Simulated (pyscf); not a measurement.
Elementary routes open to HO–GaH–PH₂ in the gas phase (singlet surface):
A. HP=GaH + water (H₂O) (H–P, Ga–O broken; H–O formed)
B. H₂P–Ga [singlet] + water (H₂O) (Ga–O, Ga–H broken; H–O formed)

Optimised with ωB97X-D3(BJ)/def2-SVP in PySCF. Correlated levels are frozen-core, on RHF or UHF. ΔMP2 is the change of the MP2 total energy from the triple- to the quadruple-zeta basis.

**Question.** Rank the routes by free-energy barrier at 900 K, lowest first, for CCSD(T)/def2-TZVPP + ΔMP2(QZVPP) energies (ideal gas, 1 atm, RRHO with modes under 100 cm⁻¹ raised to 100, one conformer, R ln 2 for rigid chiral ones).

**Answer.** A (1.82 eV), B (2.46 eV)

Route A is the fastest of these, ahead of the next by 0.64 eV. The most stable products are those of B (ΔG = -0.05 eV), whose barrier is 0.64 eV higher: the kinetic and the thermodynamic product differ. At 298 K A is still the fastest. A: On the product side the descent ends in an adduct with a Ga–O contact, 0.67 eV under the separated species and 0.55 eV under the saddle at ωB97X-D3(BJ)/def2-TZVP. B: On the product side the descent ends in a bound adduct (not fully relaxed), 0.44 eV under the separated species and 1.84 eV under the saddle at ωB97X-D3(BJ)/def2-TZVP. Only these routes are compared; each barrier is that of the saddle found, and lower ones may exist. The CCSD(T) − MP2 part came from Ansatz, without density fitting, on the same reference. The frozen core leaves the outer d or s,p core shells of the metals and heavy elements correlated in the MP2 and CC values, and def2-TZVPP describes them poorly, which can shift differences by a few kcal/mol. Elements up to Kr have no core potential and no relativistic terms here.
